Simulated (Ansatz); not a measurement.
Relaxation of F$_{2}$H$_{2}$Si (5 atoms, charge 0, multiplicity 1), to a largest force component of 0.02 eV/Å in at most 40 steps.

Computed with Ansatz, RKS PBE0/6-31G*.

```xyz
5
Properties=species:S:1:pos:R:3:forces:R:3
Si 0.000 0.000 0.000 -0.06 -0.19 0.16
H 0.000 0.000 1.460 0.09 0.16 0.43
F 1.499 0.000 -0.529 0.20 0.08 -0.12
F -0.749 1.297 -0.529 -0.06 0.26 -0.14
H -0.688 -1.191 -0.486 -0.18 -0.31 -0.33
```

Problem. Where does it end, and by what steps?

Solution. The forces met the threshold. After 3 steps the energy has fallen by 0.022 eV; H5 moved furthest, 0.05 Å.

| step | energy less start (eV) | largest force component (eV/Å) | accepted |
| --- | --- | --- | --- |
| 0 | 0.0000 | 0.427 | yes |
| 1 | -0.0208 | 0.166 | yes |
| 2 | -0.0219 | 0.073 | yes |
| 3 | -0.0221 | 0.002 | yes |

```xyz
5
Properties=species:S:1:pos:R:3
Si -0.008 -0.014 0.012
H 0.018 0.031 1.491
F 1.495 0.001 -0.529
F -0.746 1.295 -0.529
H -0.696 -1.207 -0.531
```

Run time: 6.1 s on 1 thread of Arm Neoverse V1, with other jobs on the host, peak memory 0.1 GiB.
